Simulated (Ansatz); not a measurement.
# BCCD(T)/STO-3G run of SiF2 (SMILES F[Si]F)

What is the vertical ionisation energy of SiF2 at BCCD(T)/STO-3G? 

The results are computed with Ansatz 0.2.0.

41 further runs of the same task are left out: 3 that didn't finish, 38 set aside as unsound or not needed.

## (1) The structure to begin with

The species is SiF2 (3 atoms), meant as a singlet with charge 0. SMILES: `F[Si]F`. The shape is that of a PBE0-D4/def2-TZVP optimisation.

Bond lengths: F1–Si2 1.602 Å, Si2–F3 1.602 Å. Angles: F1–Si2–F3 100.6°.

## (2) The energy at BCCD(T)/STO-3G

The input, molecule.yaml:

```yaml
crystal:
  periodic: [false, false, false]
  atoms:
    - {symbol: F, position_ang: [0.166300, 1.246800, 0.229400]}
    - {symbol: Si, position_ang: [-0.594900, -0.046400, -0.330100]}
    - {symbol: F, position_ang: [0.428600, -1.200400, 0.100700]}
basis:
  gaussian: {orbitals: STO-3G}
total_charge: 0
correlation: {method: bccd_t, frozen_orbitals: {F: 1, Si: 5}}
accuracy: high
scf: {omitted_lower_state_checks: [cluster_reference, increment]}
```

Launch:

```sh
$ ansatz run molecule.yaml --threads 1 --pin off --max-ram 2610MiB --events-out events.jsonl --progress --plain --runs-dir runs
```

The program printed, cut to the lines that bear on the results:

```text
Warning: RAYON_NUM_THREADS=1 ignored (pool sized by the plan → 1); use --threads N
Functional definition: HF
  name "HF"
[...]
337 factors; integrals over basis functions are off by at most 2.4e-8 eV
[...]
mean field -13107.28653165 eV, -481.6838956002 hartree, gradient 4.8e-8 eV, S^2 0.000000; 0 other end points of the search recorded, 0 dependent functions left out
7 core orbitals not correlated: weight in the atoms' cores, before any rotation towards them, 1.000 or more for the frozen orbitals, at most 0.000 for the correlated occupied ones
reference -13107.28653165 eV, -481.6838956002 hartree; 9, 9 occupied and 3, 3 virtual orbitals, 337 factors
second order -1.90176254 eV of doubles, -0.00000000 eV of singles
cycle   1  -1.91826414 eV  change   -1.7e-2 eV  update   1.0e-1
[...]
cycle  19  -2.15121510 eV  change    1.3e-9 eV  update  8.3e-10
perturbative correction -0.31008402 eV, -0.0113953776 hartree
Total energy: -13109.74783077 eV, -481.7743466747 hartree
Checks for a lower state left out: cluster_reference, increment
```

Run time: 0.26 s. Hardware: 1 thread of Arm Neoverse V1, shared host.

## (3) The doublet cation, same level

The input, job.yaml:

```yaml
crystal:
  periodic: [false, false, false]
  atoms:
    - symbol: F
      position_ang: [0.166300, 1.246800, 0.229400]
    - symbol: Si
      position_ang: [-0.594900, -0.046400, -0.330100]
    - symbol: F
      position_ang: [0.428600, -1.200400, 0.100700]
basis:
  gaussian: {orbitals: STO-3G}
total_charge: 1
magnetization: {spin_polarized: true, initial_magnetization: 1}
correlation: {method: bccd_t, frozen_orbitals: {F: 1, Si: 5}}
accuracy: high
scf: {omitted_lower_state_checks: [cluster_reference, increment]}
```

Launch:

```sh
$ ansatz run job.yaml --threads 1 --pin off --max-ram 2610MiB --events-out events.jsonl --progress --plain --runs-dir runs
```

The program printed, cut to the lines that bear on the results:

```text
Warning: RAYON_NUM_THREADS=1 ignored (pool sized by the plan → 1); use --threads N
[... 2 set-up lines as earlier in the session ...]
[...]
337 factors; integrals over basis functions are off by at most 2.4e-8 eV
[...]
mean field -13100.75204763 eV, -481.4437577418 hartree, gradient 2.8e-8 eV, S^2 0.781283; 1 other end points of the search recorded, 0 dependent functions left out
7 core orbitals not correlated: weight in the atoms' cores, before any rotation towards them, 1.000 or more for the frozen orbitals, at most 0.000 for the correlated occupied ones
reference -13100.75204763 eV, -481.4437577418 hartree; 9, 8 occupied and 3, 4 virtual orbitals, 337 factors
second order -2.23024139 eV of doubles, -0.00000000 eV of singles
cycle   1  -2.24757698 eV  change   -1.7e-2 eV  update   1.3e-1
[...]
cycle  25  -2.60479835 eV  change   -1.2e-9 eV  update   1.5e-9
perturbative correction -0.48054893 eV, -0.0176598476 hartree
Total energy: -13103.83739492 eV, -481.5571421633 hartree
Checks for a lower state left out: cluster_reference, increment
```

Wall time 0.54 s (1 thread of Arm Neoverse V1, shared host).

## (4) What came out

At BCCD(T)/STO-3G, 7 core orbitals frozen:

| quantity | value |
| --- | --- |
| singlet SiF2: total energy | -481.77435 Eh |
| singlet SiF2: correlation energy (7 core orbitals frozen) | -90.5 mEh |
| singlet SiF2: (T) correction | -11.40 mEh |
| doublet cation: total energy | -481.55714 Eh |
| doublet cation: correlation energy (7 core orbitals frozen) | -113.4 mEh |
| doublet cation: (T) correction | -17.66 mEh |
| doublet cation: ⟨S²⟩ of the reference determinant | 0.781 |
| vertical ionisation energy (to the doublet cation) | 5.910 eV |

**Reading.** Removing an electron at fixed nuclei costs 5.91 eV (136 kcal/mol). In a minimal basis such a difference can be off by several eV, whatever the method. The triples (singlet SiF2) make up 12.6 % of the correlation energy. The triples (doublet cation) make up 15.6 % of the correlation energy.
